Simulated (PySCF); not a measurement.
# The bond of CF, level by level

An exercise on one series of results from a longer session: the logs are not shown, and one member is left open.

The runs use PySCF 2.14.0; C def2-TZVPPD, F def2-TZVPPD, no relativity.

The first run:

A driver script around PySCF takes these settings:

| Property | Result |
| --- | --- |
| atoms | C, F |
| charge | 0 |
| basis | C def2-TZVPPD, F def2-TZVPPD |
| Hamiltonian | no relativity |
| basis functions | 77 |
| electrons treated | 15 |
| masses in u | 12.0000, 18.9984 |
| levels | PBE0, PBE, r²SCAN, B3LYP, BP86, PBEsol, M06-L, TPSS, HSE06, HF, MP2, SCS-MP2, CCSD, CCSD(T) |
| grid | 80 radial by 434 angular points |
| occupations | held fixed by the projection of orbital angular momentum |
| dissociation limit | C + F, each in its ground configuration |
| starting distance in angstrom | 1.325 |
| values of 2S to try | 1, 3 |

Run with:

```
$ OMP_NUM_THREADS=1 python dia.py task.json out
```

Among the steps run: Input; First curve: PBE0; Excited determinants; PBE; r²SCAN (meta-GGA); B3LYP (global hybrid GGA); BP86; PBEsol (GGA); M06-L; TPSS; HSE06 (range-separated hybrid); UHF (mean field); Adding correlation.

One table of the session follows, with a row left open; its other results are not shown here.

It belongs to the step «Constants by level of theory». 

| level | Re (Å) | ωe (cm⁻¹) | De (eV) |
| --- | --- | --- | --- |
| UHF | 1.254 | 1410 | 3.49 |
| UHF-MP2 | 1.275 | 1321 | 5.81 |
| UHF-SCS-MP2 | 1.276 | 1314 | 5.63 |
| UHF-CCSD | 1.274 | 1330 | 5.34 |
| UHF-CCSD(T) | 1.280 | 1300 | 5.54 |
| PBE | 1.287 | 1251 | 6.28 |
| PBEsol | 1.279 | 1283 | 6.66 |
| BP86 | 1.289 | 1243 | 6.24 |
| TPSS | 1.291 | 1240 | 5.95 |
| r²SCAN | 1.278 | 1292 | 5.83 |
| M06-L | 1.271 | 1319 | 5.80 |
| B3LYP | 1.276 | 1294 | 5.79 |
| PBE0 | 1.269 | 1334 | 5.83 |
| HSE06 | ? | ? | ? |

Q: Estimate the row for HSE06 from the others.

The run gave: Re (Å): 1.270; ωe (cm⁻¹): 1327; De (eV): 5.80. In the column «Re (Å)» it lies between PBE0 (1.269) and M06-L (1.271).
